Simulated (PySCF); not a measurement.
## Shapes and spin states of ClF3

Level of theory: PySCF, PBE0, basis Cl def2-SVP, F def2-SVP (no relativity, density fitting).

Relaxations began from a few typed shapes and spin states; open shells are unrestricted. The search is not exhaustive: other isomers or separated fragments can lie lower, and high-lying points may rest on an excited occupation.

```json
{"spin": "singlet", "group": "C2v", "bonds": "Cl–F 1.631 Å, Cl–F 1.716 Å (×2)", "angles": "F–Cl–F 86.9° (×2), F–Cl–F 173.8°", "imaginary modes (cm⁻¹)": "none", "ΔE (kJ/mol)": "0.0", "ΔE with ZPE (kJ/mol)": "0.0"}
{"spin": "singlet", "group": "D3h", "bonds": "Cl–F 1.748 Å (×3)", "angles": "F–Cl–F 120.0° (×3)", "imaginary modes (cm⁻¹)": "107i, 107i", "ΔE (kJ/mol)": "84.8", "ΔE with ZPE (kJ/mol)": "–"}
{"spin": "triplet", "group": "Cs", "bonds": "Cl–F 1.717 Å (×2)", "angles": "F–Cl–F 153.2°", "imaginary modes (cm⁻¹)": "none", "ΔE (kJ/mol)": "123.4", "ΔE with ZPE (kJ/mol)": "116.0"}
{"spin": "triplet", "group": "C2v", "bonds": "Cl–F 1.711 Å (×2)", "angles": "F–Cl–F 180.0°", "imaginary modes (cm⁻¹)": "317i", "ΔE (kJ/mol)": "139.9", "ΔE with ZPE (kJ/mol)": "–"}
{"spin": "triplet", "group": "C3v", "bonds": "Cl–F 1.813 Å (×3)", "angles": "F–Cl–F 84.4° (×3)", "imaginary modes (cm⁻¹)": "505i, 505i", "ΔE (kJ/mol)": "233.3", "ΔE with ZPE (kJ/mol)": "–"}
```

The lowest minimum found is the singlet C2v: Cl–F 1.631 Å, Cl–F 1.716 Å (×2); F–Cl–F 86.9° (×2), F–Cl–F 173.8°.

Counting electrons, chlorine keeps 4 of its valence electrons outside its bonds, so the VSEPR class is AX3E2 and the expected shape is T-shaped (C2v), as computed.
